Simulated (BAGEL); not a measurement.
# C3HFO (SMILES O=c1cc1F): HF/6-31G(d) (density fitting with qzvpp-jkfit, spherical functions)

What is the vertical singlet–triplet gap of C3HFO at HF/6-31G* (density fitting with qzvpp-jkfit, spherical functions)? 

The results are computed with BAGEL 1.2.2.

## 1. The molecule

C3HFO: 6 atoms, total charge 0, spin state singlet. SMILES: `O=c1cc1F`. The shape is that of a GFN2-xTB optimisation.

Bond lengths: O1–C2 1.185 Å, C2–C3 1.446 Å, C2–C4 1.431 Å, C3–C4 1.345 Å, C4–F5 1.315 Å, C3–H6 1.068 Å. Angles: O1–C2–C3 152.4°, O1–C2–C4 151.8°, C3–C2–C4 55.7°, C2–C3–C4 61.6°, C2–C4–C3 62.7°, C2–C4–F5 154.9°, C3–C4–F5 142.4°, C2–C3–H6 152.4°, C4–C3–H6 146.0°.

## 2. The energy at HF/6-31G(d) (density fitting with qzvpp-jkfit, spherical functions)

Contents of input.json:

```json
{ "bagel": [

{
  "title": "molecule",
  "basis": "6-31gs.json",
  "df_basis": "qzvpp-jkfit",
  "angstrom": "true",
  "geometry": [
    { "atom": "O", "xyz": [      -0.186080,      -2.058000,      -0.090230 ] },
    { "atom": "C", "xyz": [      -0.070410,      -0.880460,      -0.022540 ] },
    { "atom": "C", "xyz": [       0.458040,       0.323180,       0.579520 ] },
    { "atom": "C", "xyz": [      -0.344340,       0.442990,      -0.492770 ] },
    { "atom": "F", "xyz": [      -0.893220,       1.333840,      -1.289410 ] },
    { "atom": "H", "xyz": [       1.036010,       0.838440,       1.315440 ] }
  ]
},

{ "title": "hf" },

{ "title": "print", "file": "orbitals.molden", "orbitals": "true" }

]}
```

The basis set 6-31G* is read from a file made from the Basis Set Exchange's data (not shown).

On the command line:

```sh
$ BAGEL_NUM_THREADS=1 BAGEL input.json > input.out
```

The log of the run:

```text
* using 1 threads per process

  ===============================================================
  ===============================================================

  *** Geometry ***

  { "atom" : "O", "xyz" : [     -0.351640,     -3.889056,     -0.170510 ] },
  { "atom" : "C", "xyz" : [     -0.133056,     -1.663828,     -0.042594 ] },
  { "atom" : "C", "xyz" : [      0.865570,      0.610722,      1.095134 ] },
  { "atom" : "C", "xyz" : [     -0.650708,      0.837130,     -0.931200 ] },
  { "atom" : "F", "xyz" : [     -1.687941,      2.520592,     -2.436632 ] },
  { "atom" : "H", "xyz" : [      1.957775,      1.584422,      2.485821 ] },

  Number of auxiliary basis functions:      397

  Since a DF basis is specified, we compute 2- and 3-index integrals:
    o Being stored without compression. Storage requirement is 0.016 GB

  Number of basis functions:       72
  Number of electrons      :       36

    * METHOD: MOLECULE                             0.12

  *** RHF ***

  === Nuclear Repulsion ===
   144.4924257452

      * DIIS with orbital gradients will be used.

  === RHF iteration (6-31gs.json) ===
      0       -288.13341798          0.02436163           0.03
      1       -288.24212768          0.01985067           0.03
      2       -288.36825588          0.00243979           0.03
      3       -288.37133004          0.00080011           0.03
      4       -288.37172093          0.00028046           0.03
      5       -288.37179308          0.00012577           0.03
      6       -288.37180982          0.00005007           0.03
      7       -288.37181311          0.00001623           0.03
      8       -288.37181330          0.00000731           0.03
      9       -288.37181333          0.00000304           0.03
     10       -288.37181334          0.00000084           0.03
     11       -288.37181334          0.00000034           0.03
     12       -288.37181334          0.00000014           0.03
     13       -288.37181334          0.00000005           0.03
     14       -288.37181334          0.00000002           0.03
     15       -288.37181334          0.00000001           0.02
    * SCF iteration converged.

    * Permanent dipole moment:
           (   -0.426295,    -1.355028,    -0.468877) a.u.

    * METHOD: HF                                   0.49

    * METHOD: PRINT                                0.01

  ===============================================================
```

Run time: 0.86 s. Hardware: 1 thread of Arm Neoverse V2, shared host; peak memory 0.084 GiB.

## 3. The triplet at the same level

Edit input.json of step 2 so:

```diff
@@ -6,3 +6,3 @@
   "df_basis": "qzvpp-jkfit",
-  "angstrom": "true",
+  "angstrom": true,
   "geometry": [
@@ -17,5 +17,5 @@
 
-{ "title": "hf" },
+{ "title": "uhf", "nopen": 2 },
 
-{ "title": "print", "file": "orbitals.molden", "orbitals": "true" }
+{ "title": "print", "file": "orbitals.molden", "orbitals": true }
```

The basis set 6-31G* is read from a file made from the Basis Set Exchange's data (not shown).

On the command line:

```sh
$ BAGEL_NUM_THREADS=1 BAGEL input.json > input.out
```

The log of the run:

```text
* using 1 threads per process

  ===============================================================
  ===============================================================

  *** Geometry ***

  { "atom" : "O", "xyz" : [     -0.351640,     -3.889056,     -0.170510 ] },
  { "atom" : "C", "xyz" : [     -0.133056,     -1.663828,     -0.042594 ] },
  { "atom" : "C", "xyz" : [      0.865570,      0.610722,      1.095134 ] },
  { "atom" : "C", "xyz" : [     -0.650708,      0.837130,     -0.931200 ] },
  { "atom" : "F", "xyz" : [     -1.687941,      2.520592,     -2.436632 ] },
  { "atom" : "H", "xyz" : [      1.957775,      1.584422,      2.485821 ] },

  Number of auxiliary basis functions:      397

  Since a DF basis is specified, we compute 2- and 3-index integrals:
    o Being stored without compression. Storage requirement is 0.016 GB

  Number of basis functions:       72
  Number of electrons      :       36

    * METHOD: MOLECULE                             0.12

  *** Open-shell HF ***

  === Nuclear Repulsion ===
   144.4924257452

      * DIIS with orbital gradients will be used.

  === UHF iteration (6-31gs.json) ===
      0       -287.94096457          0.04578750           0.05
      1       -288.03147231          0.04250285           0.05
      2       -288.07747418          0.03563372           0.05
      3       -288.19101522          0.00350203           0.05
      4       -288.19957395          0.00261371           0.05
      5       -288.20510171          0.00214396           0.05
      6       -288.21241604          0.00106130           0.05
      7       -288.21439763          0.00048270           0.05
      8       -288.21489925          0.00023731           0.05
      9       -288.21507211          0.00016994           0.05
[... 27 lines of this table left out ...]
     37       -288.21530354          0.00000007           0.05
     38       -288.21530354          0.00000003           0.05
     39       -288.21530354          0.00000001           0.05
     40       -288.21530354          0.00000001           0.05
    * SCF iteration converged.

    * S^2 (UHF) is 2.1399

    * Permanent dipole moment:
           (   -0.249057,     0.174836,    -0.352634) a.u.

    * METHOD: UHF                                  2.29

    * METHOD: PRINT                                0.01

  ===============================================================
```

Run time: 2.6 s. Hardware: 1 thread of Arm Neoverse V2, shared host; peak memory 0.084 GiB.

## 4. Results

At HF/6-31G* (density fitting with qzvpp-jkfit, spherical functions):

| quantity | value |
| --- | --- |
| singlet: total energy | -288.37181 Eh |
| singlet: dipole moment | 3.80 D |
| singlet: HOMO energy | -11.25 eV |
| singlet: LUMO energy | 3.60 eV |
| singlet: HOMO–LUMO gap | 14.85 eV |
| triplet: total energy | -288.21530 Eh |
| triplet: dipole moment | 1.18 D |
| triplet: ⟨S²⟩ | 2.140 |
| vertical energy of the triplet above the singlet | 4.259 eV |

At this shape the triplet lies 4.26 eV (411 kJ/mol) above the singlet. ⟨S²⟩ (triplet) is 2.14 where a pure triplet has 2.00: the reference is spin-contaminated.
